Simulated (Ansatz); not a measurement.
Run this with the Python package of Ansatz (0.2.0) and show what comes out.

Contents of `cb.xyz`:
```text
2

B     0.00000    0.00000    0.00000
C     0.00000    0.00000    1.62500
```

`cb_basis.py`:
```python
# -*- coding: utf-8 -*-
"""Basis-set convergence for CB(+)."""

import ansatz as az

SETTINGS = {
    "functional": "HF",
    "charge": 1,
}


def main():
    molecule = az.Crystal.molecule_from_extxyz("cb.xyz")

    base = (
        molecule.calculation()
        .functional(SETTINGS["functional"])
        .charge(SETTINGS["charge"])
        .spin("collinear", total=2)
    )

    energies = {}
    for basis in ["cc-pVDZ", "cc-pVTZ"]:
        r = base.basis(gaussian=basis).run().report
        size = r["n_frozen"] + r["n_occupied"][0] + r["n_virtual"][0]
        energies[basis] = (r["reference_energy_ev"] / 27.211386246, r["free_energy_ev"] / 27.211386246)
        print(f"{basis:14s} {size:4d} orbitals  reference {energies[basis][0]:14.6f} Ha  total {energies[basis][1]:14.6f} Ha")

    last = energies["cc-pVTZ"][1]
    for basis, (_, total) in energies.items():
        print(f"{basis:14s} lies {27.211386 * (total - last):9.4f} eV above cc-pVTZ")


if __name__ == "__main__":
    main()
```

```console
$ python cb_basis.py
cc-pVDZ          28 orbitals  reference     -61.987390 Ha  total     -61.987390 Ha
cc-pVTZ          60 orbitals  reference     -61.997267 Ha  total     -61.997267 Ha
cc-pVDZ        lies    0.2687 eV above cc-pVTZ
cc-pVTZ        lies    0.0000 eV above cc-pVTZ
```

Against cc-pVDZ: cc-pVTZ -9.9 mHa. The last step alone is -9.88 mHa.

Caveats:
- These settings explore the input space; basis and method may be short of convergence.
- The geometry is a force-field or estimated start, not a minimum of this method, and the last set is no limit. Much of the fall in a total is atomic energy, which cancels in bond and reaction energies.
- The species is open-shell (spin multiplicity 3).
- The expectation value of S² is noticeably off S(S+1) in at least one run, so that state is spin-contaminated.
- The spin state was assumed, and another may lie lower.
- Finished in 0.9 s on 1 thread of Arm Neoverse V2, on a shared host, peak memory 0.15 GiB.
